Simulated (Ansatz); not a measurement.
# Worked example: correlation energy of H$_{3}$S⁺, singlet

Geometry: displaced at random from a stationary point.

```
atom    x (Å)    y (Å)    z (Å)
   S   0.0006  -0.0002  -0.0599
   H   1.1429  -0.0042   0.6605
   H  -0.5408   1.0304   0.6077
   H  -0.6224  -1.0197   0.6375
```

Basis cc-pVTZ; Ansatz 0.2.0. Only valence electrons are correlated (noble-gas cores frozen), which leaves 8 electrons in 71 orbitals. Prefix R: restricted or restricted open-shell reference.

Full CI isn't at hand for all of this; RCCSDT(Q) serves as the reference, and is uncertain by about the last step of the cluster series.

Runs differ by some tens of microhartree through their thresholds, so steps under 0.03 kcal/mol mean nothing.

```
    level  total energy (hartree)
      RHF             -398.992937
     RMP2             -399.179933
    RCCSD             -399.207022
 RCCSD(T)             -399.214204
   RCCSDT             -399.214943
RCCSDT(Q)             -399.215218
```

Task: What is the correlation energy at RCCSDT(Q), and what share of it do RMP2 and RCCSD(T) recover?

Result: E(corr) = -399.215218 − (-398.992937) = -0.222281 hartree = -6.049 eV. RMP2: -0.186996 / -0.222281 = 84.13 %. RCCSD(T): -0.221267 / -0.222281 = 99.54 %.

Task: By how many kcal/mol does RCCSD(T) miss RCCSDT(Q) (1 hartree = 627.509 kcal/mol), and which steps make up the rest?

Result: -399.214204 − (-399.215218) = 0.001014 hartree = 0.64 kcal/mol. Steps: RCCSDT − RCCSD(T) = -0.46, RCCSDT(Q) − RCCSDT = -0.17 kcal/mol. That is within 1 kcal/mol of the reference in this basis, which itself misses far more of the correlation at the basis-set limit.
